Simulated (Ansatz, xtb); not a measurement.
## Ranking isomers of C3H5F2N

9 gas-phase structures of C3H5F2N, from a drawn sample of its isomers (lower ones may exist). Each was relaxed with GFN2-xTB; where two conformers were screened, the lower at r2SCAN-D4/def2-SVP//GFN2-xTB is listed:

A. `C/N=C/C(F)F`, a singlet
B. `N=C(CF)CF`, a singlet
C. `[H]/N=C/CC(F)F`, a singlet
D. `C=NCC(F)F`, a singlet
E. `[H]/N=C(\C)C(F)F`, a singlet
F. `NC/C(F)=C\F`, a singlet
G. `[H]/N=C\CC(F)F`, a singlet
H. `FC1(F)CNC1`, a singlet
I. `FC(F)[C@@H]1CN1`, a singlet

Question: Estimate their order in r2SCAN-D4/def2-SVP//GFN2-xTB energy at these geometries, lowest first.

Answer: Calculated order at r2SCAN-D4/def2-SVP//GFN2-xTB: E (0.0), C (3.5), G (5.5), D (10.8), A (12.0), B (12.5), H (14.4), I (17.2), F (19.3) kcal/mol. Less than 1 kcal/mol parts A and B, so the order within that pair means little.

Energies above the lowest of each column, in kcal/mol; the last columns are at r2SCAN-D4/def2-SVP geometries and were run for some of them only (a dash: not run or not comparable):

```
structure  GFN2-xTB  HF/STO-3G  r2SCAN-D4/def2-SVP//GFN2-xTB  r2SCAN-D4/def2-SVP  CCSD(T)/def2-SVP + ΔMP2/def2-TZVPP
        E       2.3       13.1                           0.0                 0.0                                 0.0
        C       6.1       16.5                           3.5                 3.2                                 1.8
        G       5.6       16.9                           5.5                   –                                   –
        D       5.2       19.2                          10.8                10.6                                 9.4
        A       5.6       18.3                          12.0                 9.8                                 9.3
        B       6.1       23.0                          12.5                12.1                                   –
        H       0.0        0.0                          14.4                14.7                                   –
        I       6.4       22.3                          17.2                   –                                   –
        F      13.8       26.4                          19.3                   –                                   –
```

CCSD(T)/def2-SVP + ΔMP2/def2-TZVPP puts E lowest of those it was run on; GFN2-xTB picks H, HF/STO-3G picks H. CCSD(T)/def2-SVP + ΔMP2/def2-TZVPP orders those it was run on as E (0.0), C (1.8), A (9.3), D (9.4) kcal/mol. Less than 1 kcal/mol parts A and D, so the order within that pair means little. Flexible structures stand in one conformer each, not always the lowest. Frequencies (r2SCAN-D4/def2-SVP) were run for A, C, D, E alone. ΔMP2 is the change of the MP2 energy from the smaller to the larger basis.

Over these structures GFN2-xTB departs from r2SCAN-D4/def2-SVP//GFN2-xTB by 4.4 kcal/mol on average once a common shift is removed. A GFN2-xTB relaxation took about 0.099 s and the r2SCAN-D4/def2-SVP//GFN2-xTB energy about 1.6 s on a shared host (Ansatz 0.2.0, xtb 6.7.1).
